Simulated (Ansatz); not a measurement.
C3H5N can be A, `C1=NCC1`, or B, `C=C=CN`.

Isolated molecules relaxed with PBE0-D4/def2-TZVP in Ansatz; ΔE leaves out vibrations. CCSD(T)/CBS is the MP2 limit (def2-TZVPP, def2-QZVPP) plus CCSD(T) − MP2 in def2-TZVPP, frozen cores. DFT in def2-TZVPP. B3LYP here is the variant with VWN-RPA as its local correlation; programs differ in this. Each species was taken in one conformer, which may not be the lowest.

Q: Which is lower in electronic energy at CCSD(T)/CBS, and by how much? (An estimate is asked.)

A: Computed: A, by 5.2 kcal/mol.

Q: Give E(B) − E(A) in kcal/mol with PBE-D4, B3LYP, CCSD/def2-TZVPP, B3LYP-D4, HF/def2-TZVPP, PBE0-D4, CCSD(T)/def2-TZVPP. (An estimate is asked.)

A: Computed: PBE-D4 2.5, B3LYP -0.7, CCSD/def2-TZVPP 6.3, B3LYP-D4 -0.2, HF/def2-TZVPP 3.5, PBE0-D4 5.0, CCSD(T)/def2-TZVPP 6.3. The order is the other way round with B3LYP, B3LYP-D4.

Q: Does the order hold for the free energy at 298.15 K (harmonic terms from PBE0-D4)? (Best estimate.)

A: Computed: Yes: G(B) − G(A) = +3.4 kcal/mol, for one conformer each.

Largest T1 diagnostic: 0.012.

From BLYP to BHLYP (50 % exact exchange), in def2-TZVPP and without D4, E(B) − E(A) moves by +5.1 kcal/mol. In def2-TZVPP, CCSD(T) changes the Hartree–Fock value by +2.7 kcal/mol (the triples alone add +0.0 kcal/mol) and MP2 by +3.8 kcal/mol.
